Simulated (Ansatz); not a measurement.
Species: SiCl₃, net charge 0, doublet state. SMILES: Cl[Si](Cl)Cl
Geometry from a B3LYP-D3(BJ)/def2-TZVP (Ansatz, a first-principles code) optimisation:
```
Si
Cl 1 2.0584
Cl 1 2.0584 2 109.38
Cl 1 2.0584 2 109.38 3 -119.78
```
Charge 0, spin multiplicity 2.

Wanted: enthalpy of formation at 298 K, in kcal/mol. Terms: no spin-orbit coupling; dispersion terms only where a functional's name holds one; non-relativistic; LANL2DZ with its own core potentials from Na on; UHF or UKS for open shells; frozen cores in correlated levels. Basis-set limits of correlation are two-point, X^-3; Hartree-Fock from the larger set. The bracket is a focal-point correction in the basis named. First-principles rows: single points at B3LYP-D3(BJ) geometries (Ansatz), with unscaled harmonic terms from B3LYP/6-31G* at its own minima, enthalpies of formation by atomisation with measured atoms.

| species | coefficient | E at B3LYP/LANL2DZ (Ansatz), Eh | E at wB97X-V/def2-TZVPD (Ansatz), Eh | H(298 K) - E, kcal/mol |
|---|---|---|---|---|
| Cl[Si](Cl)Cl | +1 | -48.75561 | -1669.99949 | 6.92 |
| Cl atom | -3 | -14.89606 | -460.08005 | - |
| Si atom | -1 | -3.76347 | -289.31750 | - |

The atoms take no thermal term, since their enthalpies of formation at 0 K are used: the result is the sum of coefficient times E, plus the molecule's thermal term, plus number times (enthalpy of formation minus H(298) - H(0)) over the atoms. Measured values of the atoms (G2/97 table in ASE), kcal/mol:

```
atom  number  enthalpy of formation of the gas at 0 K  H(298) - H(0) of the element's standard state
----  ------  ---------------------------------------  ---------------------------------------------
Cl         3                                    28.59                                           1.10
Si         1                                   106.60                                           0.76
```

Coupled cluster (Ansatz) is a level with limits of its own, used here on species with T1 under 0.025 (0.045 for open shells) and stable references: RI-MP2/CBS(cc-pV(T+d)Z,cc-pV(Q+d)Z)+[CCSD(T)-MP2]/cc-pV(T+d)Z. Value to compare with, RI-MP2/CBS(cc-pV(T+d)Z,cc-pV(Q+d)Z)+[CCSD(T)-MP2]/cc-pV(T+d)Z (Ansatz): -79.8 kcal/mol. 1 Eh = 627.5095 kcal/mol.

Q: Compute it at each level from the table, and compare with RI-MP2/CBS(cc-pV(T+d)Z,cc-pV(Q+d)Z)+[CCSD(T)-MP2]/cc-pV(T+d)Z (Ansatz).

A: 
- B3LYP/LANL2DZ: the sum of coefficient times E is -0.30396 Eh, or -190.74 kcal/mol; the thermal terms add 6.92; the atoms' measured terms add 188.31. Result: 4.5 kcal/mol. Its difference against RI-MP2/CBS(cc-pV(T+d)Z,cc-pV(Q+d)Z)+[CCSD(T)-MP2]/cc-pV(T+d)Z (Ansatz) is 84.3 kcal/mol.
- wB97X-V/def2-TZVPD: the sum of coefficient times E is -0.44184 Eh, or -277.26 kcal/mol; the thermal terms add 6.92; the atoms' measured terms add 188.31. Result: -82.0 kcal/mol. Its difference against RI-MP2/CBS(cc-pV(T+d)Z,cc-pV(Q+d)Z)+[CCSD(T)-MP2]/cc-pV(T+d)Z (Ansatz) is -2.2 kcal/mol.
